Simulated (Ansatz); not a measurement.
Run this with Ansatz 0.2.0 through its Python package and show what comes out.

`scan.py`:
```python
# -*- coding: utf-8 -*-
"""Stretching a bond of CH5B, the rest held rigid."""

import ansatz as az
from ase import Atoms
import numpy as np

atoms = Atoms(["B", "C", "H", "H", "H", "H", "H"], positions=[
    (-0.2114, -0.91, 0.0454),
    (0.1819, 0.6525, -0.0334),
    (0.4065, -1.6614, 0.5393),
    (-1.2159, -1.1927, -0.439),
    (0.3226, 1.0389, 0.9794),
    (1.1433, 0.7519, -0.5878),
    (-0.5658, 1.2527, -0.5495),
])
ch5b = az.Crystal.molecule_from_ase(atoms)

symbols = [site.symbol for site in ch5b.cartesian_sites]
start = np.array([site.position_ang for site in ch5b.cartesian_sites])
axis = (start[4] - start[1]) / np.linalg.norm(start[4] - start[1])
moving = [4]
lengths, energies = [0.962, 1.006, 1.049, 1.093, 1.137, 1.181, 1.224, 1.29], []
for length in lengths:
    xyz = start.copy()
    xyz[moving] += (length - np.linalg.norm(start[4] - start[1])) * axis
    point = az.Crystal.molecule()
    for symbol, place in zip(symbols, xyz):
        point = point.atom(symbol, place.tolist())
    setup = point.calculation()
    setup = setup.basis(gaussian="def2-TZVP")
    setup = setup.functional("hf")
    report = setup.run(threads=1, backend="cpu").report
    energies.append(report["free_energy_ev"])
    print(f"r = {length:6.3f} A  E = {energies[-1]:.5f} eV  <S^2> = {abs(report['mean_field']['state']['spin_squared']):.3f}")

# quartic fit about the minimum
fit = np.polynomial.Polynomial.fit(lengths, np.array(energies) - min(energies), 4).convert()
roots = [r.real for r in fit.deriv().roots() if abs(r.imag) < 1e-9 and fit.deriv(2)(r.real) > 0]
r_e = min(roots, key=lambda r: abs(r - lengths[int(np.argmin(energies))]))
print(f"minimum of the fit at {r_e:.4f} A, force constant {fit.deriv(2)(r_e):.2f} eV/A^2")
```

`python scan.py` gives:
```text
r =  0.962 A  E = -1780.84702 eV  <S^2> = 0.000
r =  1.006 A  E = -1781.06290 eV  <S^2> = 0.000
r =  1.049 A  E = -1781.17083 eV  <S^2> = 0.000
r =  1.093 A  E = -1781.19846 eV  <S^2> = 0.000
r =  1.137 A  E = -1781.16050 eV  <S^2> = 0.000
r =  1.181 A  E = -1781.07158 eV  <S^2> = 0.000
r =  1.224 A  E = -1780.94661 eV  <S^2> = 0.000
r =  1.290 A  E = -1780.70116 eV  <S^2> = 0.000
minimum of the fit at 1.0876 A, force constant 34.97 eV/A^2
```

Total energies depend on the basis set; only differences at equal settings carry meaning. The rest of the molecule is held rigid at a force-field or estimated start geometry, and the basis set is modest; single-reference methods fail as a bond breaks. Hartree-Fock leaves correlation out, so bond, atomisation and ionisation energies come out well too low. The orbitals are restricted, so S² is zero by construction. Hardware and time: 3 s on 1 thread of Arm Neoverse V2 (shared host), peak memory 0.17 GiB.
